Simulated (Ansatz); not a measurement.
**Molecular dynamics, step by step**

SiH5O, doublet, PBE0-D4/def2-SVP (Ansatz 0.2.0). Settings (timestep in fs, temperature in K; T counts 15 degrees of freedom):

```yaml
hamiltonian: {xc: pbe0, dispersion: d4}
md: {n_steps: 80, timestep: 0.25, temperature: 700, ensemble: nve, seed: 5, initial_velocities: maxwell_boltzmann}
```

Start, the saddle point found with PBE0-D4 in triple zeta (not stationary at another level):

H1  (-0.775, -1.218, -0.938)
O2  (-0.298, -1.014, 0.383)
Si3  (0.358, 0.511, 0.502)
H4  (-0.961, -1.102, -1.720)
H5  (-0.640, 1.582, 0.246)
H6  (0.793, 0.539, 1.925)
H7  (1.523, 0.703, -0.398)
(Å)

```csv
step,time (fs),potential energy less the start (meV),kinetic energy (meV),T (K)
0,0.00,0.0,452.4,700
5,1.25,37.1,415.3,643
10,2.50,124.2,328.5,508
15,3.75,207.2,245.5,380
20,5.00,249.3,203.4,315
25,6.25,250.2,202.5,313
30,7.50,241.8,210.6,326
35,8.75,275.9,176.6,273
40,10.00,321.6,131.2,203
45,11.25,309.3,143.2,222
50,12.50,280.5,172.1,266
55,13.75,232.0,220.7,341
60,15.00,156.8,295.7,458
65,16.25,107.2,345.1,534
70,17.50,133.0,319.6,495
75,18.75,137.6,315.2,488
80,20.00,92.8,359.6,556
```

Step 10, positions (Å) and forces (eV/Å):

```tsv
atom	x	y	z	Fx	Fy	Fz
H1	-0.780	-1.107	-0.940	-0.111	-0.227	-0.280
O2	-0.293	-1.005	0.396	-0.396	-1.022	-0.472
Si3	0.356	0.498	0.490	-0.155	1.377	1.938
H4	-0.978	-1.105	-1.774	0.129	0.081	0.496
H5	-0.668	1.575	0.259	0.128	-0.110	-0.021
H6	0.802	0.569	1.997	-0.333	-0.109	-1.015
H7	1.524	0.776	-0.313	0.739	0.009	-0.645
```

Step 55, positions (Å) and forces (eV/Å):

| atom | x | y | z | Fx | Fy | Fz |
| --- | --- | --- | --- | --- | --- | --- |
| H1 | -0.912 | -0.838 | -1.087 | -0.303 | -0.620 | -1.203 |
| O2 | -0.286 | -1.023 | 0.437 | 0.083 | -0.779 | -0.322 |
| Si3 | 0.360 | 0.495 | 0.477 | 0.120 | 1.193 | -0.091 |
| H4 | -1.007 | -1.043 | -1.881 | 0.133 | 0.396 | 0.991 |
| H5 | -0.711 | 1.486 | 0.237 | -0.105 | 0.267 | -0.285 |
| H6 | 0.672 | 0.578 | 1.884 | 0.271 | -0.024 | 1.193 |
| H7 | 1.628 | 0.910 | -0.211 | -0.199 | -0.433 | -0.284 |

Step 70, positions (Å) and forces (eV/Å):

| atom | x | y | z | Fx | Fy | Fz |
| --- | --- | --- | --- | --- | --- | --- |
| H1 | -1.006 | -0.847 | -1.202 | -0.152 | 0.051 | 1.140 |
| O2 | -0.284 | -1.048 | 0.447 | 0.483 | 0.222 | -0.063 |
| Si3 | 0.366 | 0.511 | 0.477 | -1.316 | -0.102 | 1.947 |
| H4 | -1.019 | -0.985 | -1.922 | -0.022 | -0.167 | -1.435 |
| H5 | -0.731 | 1.493 | 0.163 | 0.296 | -0.027 | -0.040 |
| H6 | 0.658 | 0.554 | 2.011 | -0.104 | 0.050 | -0.901 |
| H7 | 1.578 | 0.825 | -0.235 | 0.817 | -0.026 | -0.648 |

Last step (80):

```csv
atom,x (Å),y (Å),z (Å)
H1,-1.0820,-0.8622,-1.2447
O2,-0.2814,-1.0637,0.4526
Si3,0.3675,0.5217,0.4803
H4,-1.0258,-0.9465,-2.0041
H5,-0.7264,1.4987,0.1090
H6,0.6445,0.5406,2.0494
H7,1.5924,0.7623,-0.2943
```

The run took about 66 s on 2 CPU threads of an Intel Xeon Platinum 8488C (shared host).
